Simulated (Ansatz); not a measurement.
# BN, pressure series

Consider BN in the zinc blende structure (space group F-43m, No. 216; a = 3.625 Å).

Cell and atoms are relaxed at each pressure.

Calculations: PBE, PAW, 420 eV (Ansatz, a quantum-chemistry and plane-wave program; no SOC).

```tsv
P (GPa)	V (Å³/atom)
-2.00	5.985
-1.00	5.969
1.80	5.924
4.20	5.887
8.99	5.816
17.99	5.693
29.99	5.545
44.99	5.382
59.99	5.238
```

Q: Fit a third-order Birch–Murnaghan equation of state.

A: Least squares on P(V) = (3B₀/2)[(V₀/V)^(7/3) − (V₀/V)^(5/3)]·[1 + (3/4)(B₀′ − 4)((V₀/V)^(2/3) − 1)] gives V₀ = 5.95 Å³/atom, B₀ = 372 GPa and B₀′ = 3.7.

Measured bulk modulus of BN: 410.2 GPa (static lattice; corrected from measurement; as listed in Daniel Mejia-Rodriguez, S. B. Trickey, Phys. Rev. B (2018)); the computed value is 9 % below it.

Between the base and pressure 30 GPa the gap moves from 4.46 eV to 4.53 eV, a mean slope of 2.3 meV/GPa.

Load acts through the strain it causes; cell and atoms are relaxed under it. Stability against distortions was not tested. No other phases were tried under pressure.
